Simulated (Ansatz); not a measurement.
# C3H5F2 radical: one species, many methods

One table from this session's results is given with a row withheld; the runs are named, their logs left out.

Computed with Ansatz 0.2.0, Gaussian basis. Level: functionals in def2-TZVPP, the program's frozen cores in correlated methods.

Levels to be run: LDA (SPW92), PBE-D4, revPBE-D4, BLYP-D4, r2SCAN-D4, B97M-V, PBE0-D4, B3LYP-D4, r2SCANh-D4, r2SCAN0-D4, HSE06-D4, BHLYP-D4, CAM-B3LYP-D4, LC-ωPBE, ωB97X-V, ωB97M-V, B2PLYP, PBE-QIDH; CCSD(T)/def2-SVP; CCSD(T)/def2-TZVPP; MP2/def2-QZVPP; extrapolation to the limit; RPA on PBE.

## The relaxed structure

All runs share one geometry, relaxed beforehand with PBE0-D4 in a triple-zeta def2 set.

SMILES `F[CH]CCF`, 10 atoms, charge 0, spin multiplicity 2.

Atoms are counted from 1 here; the program's logs count them from 0.

Bond lengths: F1–C2 1.343 Å, C2–C3 1.475 Å, C2–H6 1.084 Å, C3–C4 1.520 Å, C3–H7 1.097 Å, C3–H8 1.093 Å, C4–F5 1.382 Å, C4–H9 1.093 Å, C4–H10 1.094 Å. Angles: F1–C2–C3 115.3°, F1–C2–H6 113.1°, C3–C2–H6 124.2°, C2–C3–C4 114.0°, C2–C3–H7 109.7°, C2–C3–H8 108.8°, C4–C3–H7 107.7°, C4–C3–H8 109.0°, H7–C3–H8 107.5°, C3–C4–F5 110.0°, C3–C4–H9 111.0°, C3–C4–H10 110.7°, F5–C4–H9 107.9°, F5–C4–H10 107.8°, H9–C4–H10 109.3°.

As a file:

```tsv
atom	x (Å)	y (Å)	z (Å)
F1	-1.8579	-0.4979	0.9832
C2	-0.5419	-0.4267	1.2405
C3	0.3386	-0.5738	0.0658
C4	0.2390	0.5714	-0.9293
F5	0.6840	1.7431	-0.3461
H6	-0.3101	0.1890	2.1016
H7	0.0915	-1.5006	-0.4670
H8	1.3734	-0.6586	0.4088
H9	-0.7956	0.7264	-1.2473
H10	0.8620	0.3765	-1.8072
```

The first run:

Contents of in.yaml:

```yaml
crystal:
  periodic: [false, false, false]
  atoms:
    - {symbol: F, position_ang: [-1.857863, -0.497887, 0.983204]}
    - {symbol: C, position_ang: [-0.541893, -0.426695, 1.240500]}
    - {symbol: C, position_ang: [0.338622, -0.573799, 0.065760]}
    - {symbol: C, position_ang: [0.239046, 0.571360, -0.929322]}
    - {symbol: F, position_ang: [0.684036, 1.743136, -0.346068]}
    - {symbol: H, position_ang: [-0.310107, 0.189030, 2.101619]}
    - {symbol: H, position_ang: [0.091516, -1.500599, -0.467015]}
    - {symbol: H, position_ang: [1.373377, -0.658580, 0.408801]}
    - {symbol: H, position_ang: [-0.795557, 0.726436, -1.247337]}
    - {symbol: H, position_ang: [0.862024, 0.376498, -1.807242]}
basis:
  gaussian: {orbitals: def2-TZVPP}
magnetization: {spin_polarized: true, initial_magnetization: 1}
hamiltonian: {xc: lda}
output: {orbitals: {seedname: orbitals}}
```

Started as:

```bash
$ ansatz run in.yaml --threads 4 --pin off --events-out ev --progress --plain --max-ram 10444MiB
```

Steps of the session up to this table: LDA; PBE-D4 (GGA); revPBE-D4 (GGA); BLYP-D4 (GGA); r2SCAN-D4 (meta-GGA); B97M-V (meta-GGA); B3LYP-D4 (hybrid); r2SCANh-D4 (hybrid); r2SCAN0-D4 (hybrid); HSE06-D4 (hybrid); BHLYP-D4 (hybrid); CAM-B3LYP-D4 (range-separated); LC-ωPBE (range-separated); ωB97X-V (range-separated); ωB97M-V (range-separated); B2PLYP (double hybrid); PBE-QIDH (double hybrid).

One table of the session follows, with a row left open; its other results are not shown here.

It belongs to the step «Frontier levels by functional». 

| functional | HOMO (eV) | gap (eV) |
| --- | --- | --- |
| LDA (SPW92) | -4.53 | 1.49 |
| PBE-D4 | -4.53 | 2.08 |
| revPBE-D4 | -4.49 | 2.19 |
| BLYP-D4 | -4.40 | 1.90 |
| r2SCAN-D4 | -5.01 | 3.26 |
| B97M-V | ? | ? |
| PBE0-D4 | -6.08 | 4.90 |
| B3LYP-D4 | -5.79 | 4.10 |
| r2SCANh-D4 | -5.58 | 4.26 |
| r2SCAN0-D4 | -6.44 | 5.75 |
| HSE06-D4 | -5.67 | 4.09 |
| BHLYP-D4 | -7.52 | 7.43 |
| CAM-B3LYP-D4 | -7.50 | 7.30 |
| LC-ωPBE | -8.95 | 10.33 |
| ωB97X-V | -8.39 | 9.25 |
| ωB97M-V | -8.17 | 8.86 |

Estimate the missing values for B97M-V.

As computed: HOMO (eV): -4.82; gap (eV): 2.64. In the column «HOMO (eV)» it lies between r2SCAN-D4 (-5.01) and LDA (SPW92) (-4.53).
